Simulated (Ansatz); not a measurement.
System: SiH4, charge 0, singlet. SiH4 (silane, SMILES [SiH4]).
B3LYP-D3(BJ)/def2-TZVP minimum from Ansatz (a quantum-chemistry and plane-wave program):
```xyz
5

Si     0.0000     0.0000     0.0000
H      0.8756     0.8547     0.8331
H     -0.8222    -0.8655     0.8753
H     -0.8862     0.8545    -0.8220
H      0.8328    -0.8437    -0.8864
```
Charge 0, spin multiplicity 1.

Hartree-Fock and MP2 correlation energies in hartree (Ansatz). Open shells are spin-unrestricted; no spin-orbit coupling. Cores are frozen in correlated methods. No relativity.

```
basis        X       E(HF)  E(corr, MP2)
-----------  -  ----------  ------------
cc-pV(T+d)Z  3  -291.26356      -0.14301
cc-pV(Q+d)Z  4  -291.26757      -0.15283
cc-pV(5+d)Z  5  -291.26831      withheld
```

Q: Fit E(corr) = E∞ + A/X³ to X = 3 and 4, predict X = 5, and compare with the run.

A: A = (-0.14301 - (-0.15283))/(1/27 - 1/64) = 0.4586; E∞ = -0.15283 - A/64 = -0.16000; at X = 5, E∞ + A/125 = -0.15633. The run gave -0.15652, 0.19 mEh below the prediction. The same form on X = 4 and 5 gives E∞ = -0.16039, 0.40 mEh below the first estimate.
